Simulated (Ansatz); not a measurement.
Results of revPBE in Ansatz (PAW) for bcc Fe.

Settings: plane-wave cutoff 520 eV, 26×26×26 k mesh, Fermi–Dirac smearing 0.05 eV, spin-polarised with parallel moments, scalar-relativistic PAW data made under PBE.

Response to compression and expansion:

| V (Å³/atom) | P (GPa) | moment (μB per cell of 1 atoms) |
|---|---|---|
| 10.911 | 13.00 | 2.12 |
| 11.143 | 8.04 | 2.15 |
| 11.375 | 3.68 | 2.18 |
| 11.608 | -0.10 | 2.21 |
| 11.840 | -3.30 | 2.25 |
| 12.072 | -6.01 | 2.29 |
| 12.304 | -8.04 | 2.35 |

Ansatz is a quantum-chemistry and plane-wave program.
